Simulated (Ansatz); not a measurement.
# SiH+ (triplet): from Hartree-Fock to the top rungs at distance Si1–H2 = 1.547 Å, cc-pVQZ

How much of the correlation energy of SiH+ (triplet) does each wave-function method recover here?

The runs use Ansatz 0.2.0, Gaussian basis; cc-pVQZ, core rule «outside noble gas», up to 5 orbitals frozen.

To be run: UHF; CCSD(T) on ROHF; CCSD(T) on UHF; BCCD(T) on ROHF; CCSDT(Q) on ROHF; CCSDT(Q) on UHF; CASSCF and NEVPT2, 4 electrons in 5 orbitals; Full CI.

17 further runs of the same task are left out: 2 for a known fault of the program, 12 that didn't finish, 3 set aside as unsound or not needed.

## (1) The geometry

The geometry derives from a PBE0/def2-TZVP stationary point (not a proven minimum). One bond is set to the value named and the two fragments are kept rigid.

2 atoms, charge 1, spin multiplicity 3.

Atoms are counted from 1 here; the program's logs count them from 0.

Bond lengths: Si1–H2 1.547 Å.

## (2) UHF

Contents of in.yaml:

```yaml
crystal:
  periodic: [false, false, false]
  atoms:
    - {symbol: Si, position_ang: [0.000000, 0.000000, 0.000000]}
    - {symbol: H, position_ang: [0.000000, 0.000000, 1.547200]}
basis:
  gaussian: {orbitals: cc-pVQZ}
total_charge: 1
magnetization: {spin_polarized: true, initial_magnetization: 2}
hamiltonian: {xc: hf}
output: {orbitals: {seedname: orbitals}}
```

Started as:

```bash
> ansatz run in.yaml --threads 1 --pin off --events-out ev --progress --plain --max-ram 2393MiB
```

Further steps of the session: CCSD(T) on ROHF; CCSD(T) on UHF; BCCD(T) on ROHF; CCSDT(Q) on ROHF; CCSDT(Q) on UHF; CASSCF and NEVPT2, 4 electrons in 5 orbitals; Full CI.

Q: Predict the results of all the runs planned. Wanted: FCI below the RHF energy; RMP2 from FCI; UMP2 from FCI; RCCSD from FCI; RCCSD(T) from FCI; UCCSD(T) from FCI; RCCSDT(Q) from FCI; UCCSDT(Q) from FCI; NEVPT2 valence from FCI.

The runs gave:

| quantity | value |
| --- | --- |
| FCI below the RHF energy | -2.0735 eV |
| RMP2 from FCI | +12.63 kcal/mol |
| UMP2 from FCI | +12.06 kcal/mol |
| RCCSD from FCI | +1.84 kcal/mol |
| RCCSD(T) from FCI | +0.43 kcal/mol |
| UCCSD(T) from FCI | +0.38 kcal/mol |
| RCCSDT(Q) from FCI | +0.01 kcal/mol |
| UCCSDT(Q) from FCI | -0.04 kcal/mol |
| NEVPT2 valence from FCI | +7.91 kcal/mol |
| levels within 1 kcal/mol (43 meV) | RCCSD(T), UCCSD(T), BCCD(T), RCCSDT, UCCSDT, RCCSDT(Q), UCCSDT(Q) |
| T1 diagnostic | 0.047 |
| effectively unpaired electrons | 2.03 |

**Reading.** RCCSD(T) misses by +0.43 kcal/mol, 0.9 % of the correlation energy. The occupations are near whole numbers, but T1 = 0.047 shows that the orbitals relax strongly. These misses are within one basis, not against nature; the frozen cores of restricted and unrestricted runs differ, which can shift their rows.
